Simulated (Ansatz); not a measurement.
A calculation on zinc-blende GaAs returned lattice constant a 5.661 Å, formation enthalpy -0.303 eV/atom.

For reference: lattice constant a 5.64 Å (measured, static lattice: zero-point anharmonic expansion removed; as tabulated in Mejia-Rodriguez and Trickey (2018), arXiv:1807.09216); formation enthalpy -0.37 eV/atom (measured, 298 K, no zero-point or thermal correction, sources range from -0.384 to -0.368; as tabulated in Zhang et al. (2018), doi:10.1038/s41524-018-0065-z).

Task: Which level of theory produced these numbers?
A) rVV10 (Ansatz (an electronic-structure program))
B) PBE (Ansatz)
C) r²SCAN-D4 (Ansatz)
D) PBE-D4 (Ansatz)

Result: D, PBE-D4 (Ansatz)

The others give: r²SCAN-D4 5.644 Å, -0.449 eV/atom; PBE 5.745 Å, -0.352 eV/atom; rVV10 5.779 Å, -0.323 eV/atom.

Unless a cell is named, each level is at its own relaxed cell (PBE 23.71, PBE-D4 22.68, r²SCAN-D4 22.47, rVV10 24.12 Å³/atom).

Ansatz's density-functional and Hartree–Fock values are scalar-relativistic unless marked +SOC, with PAW data made under PBE.
